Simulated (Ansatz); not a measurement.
# NaNH₂: taking an electron away

One table from this session's results is given with a row withheld; the runs are named, their logs left out.

Computed with Ansatz 0.2.0, Gaussian basis. Level: unrestricted cation, the program's frozen cores in correlated methods.

Plan: UKS PBE-D4/def2-TZVPP; UKS r2SCAN-D4/def2-TZVPP; UKS PBE0-D4/def2-TZVPP; UKS B3LYP-D4/def2-TZVPP; UKS wB97X-V/def2-TZVPP; UKS wB97M-V/def2-TZVPP; UKS B2PLYP/def2-TZVPP; UHF-CCSD(T)/def2-TZVPP; UHF-CCSD(T)/def2-QZVPP; extrapolation to the limit; then −ε(HOMO) from the neutral's earlier runs with LDA (SPW92), PBE-D4, revPBE-D4, BLYP-D4, r2SCAN-D4, B97M-V, PBE0-D4, B3LYP-D4, r2SCANh-D4, r2SCAN0-D4, HSE06-D4, BHLYP-D4, CAM-B3LYP-D4, LC-ωPBE, ωB97X-V, ωB97M-V.

**The relaxed structure**

All runs share one geometry, relaxed beforehand with PBE0-D4 in a triple-zeta def2 set.

SMILES `[NH2][Na]`, 4 atoms, charge 0, spin multiplicity 1.

Atoms are counted from 1 here; the program's logs count them from 0.

Bond lengths: N1–Na2 2.077 Å, N1–H3 1.014 Å, N1–H4 1.014 Å. Angles: Na2–N1–H3 126.9°, Na2–N1–H4 126.9°, H3–N1–H4 104.6°.

The first run:

The input, in.yaml:

```yaml
crystal:
  periodic: [false, false, false]
  atoms:
    - {symbol: N, position_ang: [-0.188622, 0.052310, -0.066187]}
    - {symbol: Na, position_ang: [1.635829, -0.199817, 0.892948]}
    - {symbol: H, position_ang: [-1.024535, -0.509182, 0.056513]}
    - {symbol: H, position_ang: [-0.367172, 0.596389, -0.903574]}
basis:
  gaussian: {orbitals: def2-TZVPP}
total_charge: 1
magnetization: {spin_polarized: true, initial_magnetization: 1}
hamiltonian: {xc: pbe, dispersion: d4}
```

Launch:

```
> ansatz run in.yaml --threads 2 --pin off --events-out ev --progress --plain --max-ram 32768MiB --backend cpu
```

Among the steps run: Cation, UKS PBE-D4/def2-TZVPP; Cation, UKS r2SCAN-D4/def2-TZVPP; Cation, UKS PBE0-D4/def2-TZVPP; Cation, UKS B3LYP-D4/def2-TZVPP; Cation, UKS wB97X-V/def2-TZVPP; Cation, UKS wB97M-V/def2-TZVPP; Cation, UKS B2PLYP (frozen core)/def2-TZVPP; Cation, UHF-CCSD(T)/def2-TZVPP; Cation, UHF-CCSD(T)/def2-QZVPP.

One table of the session follows, with a row left open; its other results are not shown here.

It belongs to the step «Ionisation energies side by side». Orbital estimates, from the neutral's runs:

| functional | −ε(HOMO) (eV) |
| --- | --- |
| LDA (SPW92) | 2.98 |
| PBE-D4 | 2.84 |
| revPBE-D4 | 2.79 |
| BLYP-D4 | 2.80 |
| r2SCAN-D4 | ? |
| B97M-V | 2.98 |
| PBE0-D4 | 3.95 |
| B3LYP-D4 | 3.81 |
| r2SCANh-D4 | 3.35 |
| r2SCAN0-D4 | 4.05 |
| HSE06-D4 | 3.55 |
| BHLYP-D4 | 5.13 |
| CAM-B3LYP-D4 | 5.39 |
| LC-ωPBE | 6.69 |
| ωB97X-V | 6.33 |
| ωB97M-V | 6.30 |

Estimate the missing values for r2SCAN-D4.

Worked estimate for «−ε(HOMO) (eV)». Against the share of exact exchange, r2SCANh-D4 (0.1, 3.35), r2SCAN0-D4 (0.25, 4.05) give a slope of 4.67 per unit share; at 0 the line stands at 2.88.

As computed: −ε(HOMO) (eV): 2.89. In «−ε(HOMO) (eV)» the line misses by -0.01.
